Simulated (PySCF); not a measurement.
# Deprotonation sites of iminomethyl cation

Parent: iminomethyl cation, `C#[NH+]` ([CH2N]+). Numbering: `[CH:1]#[NH+:2]`

Computed at PBE0-D3(BJ)/ma-def2-TZVP // PBE0-D3(BJ)/ma-def2-SVP with PySCF (density fitting, grid level 2). The prefix ma- adds one diffuse s and one diffuse p function on all atoms but H. Thermal corrections: PBE0-D3(BJ)/ma-def2-SVP frequencies, unscaled, ideal gas at 298.15 K and 1 bar, quasi-RRHO entropy.

```
               site     product  ΔH(acid) / kJ/mol  ΔG(acid) / kJ/mol  gas share  above best in toluene / kJ/mol
      N2 (nitrogen)         C#N                715                684   > 99.9 %                             0.0
C1 (nitrile carbon)  [C-]#[NH+]                773                741    < 0.1 %                            56.2
```

ΔH and ΔG refer to the loss of H⁺ in the gas phase. Shares are Boltzmann weights among the listed products; an error of 10 kJ/mol changes a ratio about 56-fold. Values in solvent are IEF-PCM free energies relative to the most favourable product.

Among these, N2 (nitrogen) wins by 57 kJ/mol in gas-phase free energy over C1.

In toluene the product from N2 is solvated 171 kJ/mol less strongly than the parent (electrostatics only).

Against the Active Thermochemical Tables (version 1.112): N2 710 (computed 715, error 5); C1 773 (computed 773, error 0) kJ/mol.

Run with `OMP_NUM_THREADS=1 python redox_run.py task.json out` on 1 thread of Arm Neoverse V2, a shared host. Structures, frequencies and single points: 16 s of wall time.
